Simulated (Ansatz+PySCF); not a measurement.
Values are calculated unless marked as measured or tabulated.
## PySCF 2.14.0 run

```python
from pyscf import gto, scf, cc

mol = gto.M(atom="""
Al 0.000000 0.000000 0.000000
Na 0.000000 0.000000 3.000000
""", basis='sto-3g', charge=-1, spin=1)
mf = scf.UHF(mol)
mf.kernel()
mycc = cc.CCSD(mf, frozen=10).run()
et = mycc.ccsd_t()
print(mf.e_tot, mycc.e_corr, et, mycc.e_tot + et)
```

The script is written out from the run's settings.

Output:

```yaml
Converged: yes
Reference_energy: -398.14139 hartree
CCSD_correlation_energy: -0.06518 hartree
Triples_correction: -0.00028 hartree
Total_energy: -398.20685 hartree
Spin_squared_of_the_determinant: 0.762
```

This is not the lowest solution: another run reaches a determinant 0.85 eV lower. Caution: no diffuse functions for an anion.
